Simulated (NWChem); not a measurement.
**C2HO (ethynyloxy radical) at UMP2/def2-TZVP (frozen virtual 12)**

Aim: the vertical ionisation energy of C2HO (ethynyloxy radical) at UMP2/def2-TZVP (frozen virtual 12), from 2 runs. 

The results are computed with NWChem 7.3.0.

### 1 The system as given

C2HO has 4 atoms, charge 0, and is taken as a doublet. As SMILES, `C#C[O]`. The shape is that of a PBE0-D4/def2-TZVP optimisation.

Bond lengths: C1–C2 1.288 Å, C2–O3 1.167 Å, C1–H4 1.072 Å. Angles: C1–C2–O3 170.9°, C2–C1–H4 137.7°.

### 2 The energy at UMP2/def2-TZVP (frozen virtual 12)

c2ho.nw reads:

```
START c2ho
memory 2200 mb

GEOMETRY units angstroms noautosym nocenter noautoz
  C     -0.562500     0.217400    -0.417800
  C      0.342300    -0.396600     0.262400
  O      1.068800    -1.106500     0.836800
  H     -0.793100     1.225500    -0.701600
END

BASIS spherical bse
  C library def2-TZVP
  O library def2-TZVP
  H library def2-TZVP
END

SCF
  nopen 1
  uhf
  thresh 1e-08
  maxiter 80
  print low
END

MP2
  freeze core 3 virtual 12
  tight
END

TASK mp2 energy
```

Command:

```sh
nwchem c2ho.nw > c2ho.out
```

Log:

```text
[...]
  functions       =    99
[...]
  wavefunction    = UHF
[...]
         Total SCF energy =   -151.146514501444
      One electron energy =   -309.138258578467
      Two electron energy =    105.387430658210
 Nuclear repulsion energy =     52.604313418813
                       Sz =      0.5000
                 Sz(Sz+1) =      0.7500
                      S^2 =      0.8120
[...]
          Total MP2 energy          -151.606231657788
[...]
```

Run time: 48 s. Hardware: 1 thread of Intel Xeon 6975P-C (Granite Rapids), shared host; peak memory 0.22 GiB.

### 3 The singlet cation at the same level

a.nw reads:

```
START a
TITLE "C2HO"
memory total 2200 mb
charge 1

GEOMETRY units bohr noautosym nocenter noautoz
  C   -1.06297095   0.41082646  -0.78952757
  C    0.64685325  -0.74946538   0.49586414
  O    2.01973928  -2.09098196   1.58132282
  H   -1.49874179   2.31585937  -1.32583185
END

BASIS "ao basis" spherical bse
  * library def2-TZVP
END

SCF
  thresh 1e-08
  maxiter 80
  noprint "final vectors analysis"
END

MP2
  freeze core 3 virtual 12
  tight
END

TASK mp2 energy
```

Command:

```sh
nwchem a.nw > a.out
```

Log:

```text
[...]
  functions       =    99
[...]
  wavefunction    = RHF
[...]
         Total SCF energy =   -150.754803029641
      One-electron energy =   -302.255679150440
      Two-electron energy =     98.896566506779
 Nuclear repulsion energy =     52.604309614020
        Time for solution =     16.1s
[...]
          Total MP2 energy          -151.205392107093
[...]
```

It took 18 s on 1 thread of Intel Xeon 6975P-C (Granite Rapids), shared host; peak memory 0.21 GiB.

### 4 Summary of results

Level: UMP2/def2-TZVP (frozen virtual 12), 3 core orbitals frozen.

| quantity | value |
| --- | --- |
| doublet C2HO: total energy | -151.60623 Eh |
| doublet C2HO: correlation energy (3 core orbitals frozen) | -459.7 mEh |
| doublet C2HO: ⟨S²⟩ of the reference determinant | 0.812 |
| singlet cation: total energy | -151.20539 Eh |
| singlet cation: correlation energy (3 core orbitals frozen) | -450.6 mEh |
| vertical ionisation energy (to the singlet cation) | 10.907 eV |

What this shows: Removing an electron at fixed nuclei costs 10.91 eV (1052 kJ/mol). Only the singlet of the ionised species was computed; a triplet could lie lower.
